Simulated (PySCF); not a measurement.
# SMILES O=[PH]1CCC1, C3H7OP

Molfile (atoms numbered from 1):
```
C3H7OP
     RDKit          3D

 12 12  0  0  0  0  0  0  0  0999 V2000
    2.2284   -1.3300   -0.2025 O   0  0  0  0  0  0  0  0  0  0  0  0
    1.0819   -0.6320    0.3762 P   0  0  0  0  0  5  0  0  0  0  0  0
   -0.6608   -0.9608   -0.1335 C   0  0  0  0  0  0  0  0  0  0  0  0
   -0.9385    0.5550   -0.0956 C   0  0  0  0  0  0  0  0  0  0  0  0
    0.5242    1.0327   -0.1915 C   0  0  0  0  0  0  0  0  0  0  0  0
    1.0723   -0.5858    1.7696 H   0  0  0  0  0  0  0  0  0  0  0  0
   -0.6602   -1.3489   -1.1537 H   0  0  0  0  0  0  0  0  0  0  0  0
   -1.3046   -1.5831    0.4827 H   0  0  0  0  0  0  0  0  0  0  0  0
   -1.5861    0.9166   -0.8926 H   0  0  0  0  0  0  0  0  0  0  0  0
   -1.3726    0.8410    0.8614 H   0  0  0  0  0  0  0  0  0  0  0  0
    0.7782    1.9214    0.3805 H   0  0  0  0  0  0  0  0  0  0  0  0
    0.8390    1.1733   -1.2272 H   0  0  0  0  0  0  0  0  0  0  0  0
  1  2  2  0
  2  3  1  0
  3  4  1  0
  4  5  1  0
  5  2  1  0
  2  6  1  0
  3  7  1  0
  3  8  1  0
  4  9  1  0
  4 10  1  0
  5 11  1  0
  5 12  1  0
M  END
```

The calculation used GIAO B97-2/pcSseg-1 magnetisability, rotational g tensor and spin-rotation constants, non-relativistic, gas phase in PySCF 2.14.0. Geometry: GFN2-xTB.

Problem. Give the nuclear spin-rotation constants along the inertial axes (H = +C I·J) beside the isotropic shieldings.

Solution. Rotational constants 8.6860, 3.4076, 2.8053 GHz. A star marks the isotopologue with that one atom substituted, in its own axes.
| atom | isotope | Caa (kHz) | Cbb (kHz) | Ccc (kHz) | mean (kHz) | σ (ppm) |
| --- | --- | --- | --- | --- | --- | --- |
| P2 | 31P | 10.947 | 5.825 | 4.764 | 7.179 | 329.7 |
| H6 | 1H | -0.786 | -0.291 | 0.220 | -0.286 | 24.4 |
| H7 | 1H | -1.022 | -0.332 | 0.089 | -0.421 | 29.3 |
| H8 | 1H | -0.937 | -0.037 | -0.185 | -0.387 | 29.4 |
| H9 | 1H | -0.269 | -0.386 | -0.133 | -0.263 | 30.0 |
| H10 | 1H | -0.633 | -0.415 | -0.019 | -0.356 | 30.5 |
| H11 | 1H | -0.937 | -0.037 | -0.185 | -0.387 | 29.4 |
| H12 | 1H | -1.022 | -0.332 | 0.089 | -0.421 | 29.3 |
| O1 | 17O* | -1.978 | -0.255 | -0.591 | -0.941 | 188.1 |
| C3 | 13C* | 1.125 | 0.599 | 0.609 | 0.777 | 146.8 |
| C4 | 13C* | 1.371 | 0.389 | 0.323 | 0.694 | 176.3 |

For the geometry as given, no vibrational averaging.

Problem. How do the rotational constants and the g tensor change when H6, H7, H8, H9, H10, H11, H12 are replaced by deuterium?

Solution. Constants 6.4317, 2.9652, 2.4381 GHz; g -0.0224, -0.0265, -0.0300, against -0.0298, -0.0295, -0.0340 before.
